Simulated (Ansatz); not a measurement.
Reaction (SMILES): [CH]=O (CH-O) → CHO+ (singlet, bonded as [CH]=O) + e-
B3LYP-D3(BJ)/def2-TZVP geometries, fixed; electronic energies without zero-point terms.

Basis-set convergence of the adiabatic ionisation energy at B2PLYP with Ansatz (a first-principles code). Cartesian d functions, on some or all atoms, in 6-31G*, 6-31+G*; all else is spherical. Cores are frozen. Open shells are unrestricted. No added dispersion term, no relativity. Functions are those of the species that has most. Reference: the value in pcseg-4, 8.147 eV, itself unsure by roughly 0.003 eV (its mean distance from aug-pcseg-3, aug-cc-pVQZ, cc-pV5Z). Deviations are taken from unrounded values.

```csv
basis,functions,adiabatic ionisation energy (eV),minus reference (eV)
pcseg-0,20,8.201,0.054
6-31G*,32,7.970,-0.177
6-31+G*,40,8.163,0.016
6-311G**,42,7.989,-0.158
def2-TZVP,68,8.105,-0.042
cc-pVTZ,74,8.088,-0.060
def2-TZVPD,86,8.126,-0.021
def2-QZVPPD,162,8.142,-0.005
cc-pV5Z,237,8.145,-0.002
```
